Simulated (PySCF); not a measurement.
Predicted microwave data (CAM-B3LYP/def2-SVPD in PySCF (dipole) on a GFN2-xTB geometry, gas phase) for one isomer of C3H6FP:

- Rotational constants: A = 6212, B = 2662, C = 2097 MHz
- Dipole components: |μa| = 1.63 D, |μb| = 1.57 D, |μc| = 0.66 D
- Inertial defect: -30.22 u·Å²
- κ: -0.73

Question: Which structure is it? (One computed conformer of each.)
A. `[H]/[P:5]=[C:3](\[CH2:2][CH3:1])[F:4]` with C1–C2–C3–F4 75°
B. `[F:1][CH:2]1[CH2:3][PH:4][CH2:5]1` with F1–C2–C3–P4 142°, C2–C3–P4–C5 -18°, C3–P4–C5–C2 18°, F1–C2–C5–P4 -142°

Answer: A. It is [H]/P=C(/F)CC, an asymmetric top, point group C1. The candidates at the same level (rigid rotor, commonest isotopes):

| SMILES | A (MHz) | B (MHz) | C (MHz) | μa (D) | μb (D) | μc (D) | Δ (u·Å²) | point group | rotor |
| --- | --- | --- | --- | --- | --- | --- | --- | --- | --- |
| [H]/P=C(/F)CC | 6212 | 2662 | 2097 | 1.63 | 1.57 | 0.66 | -30.22 | C1 | asymmetric top |
| FC1CPC1 | 9443 | 2806 | 2360 | 0.87 | 0.00 | 0.95 | -19.44 | Cs | asymmetric top |

`FC1CPC1` has A 52 % too high. No structure here is proved a minimum.
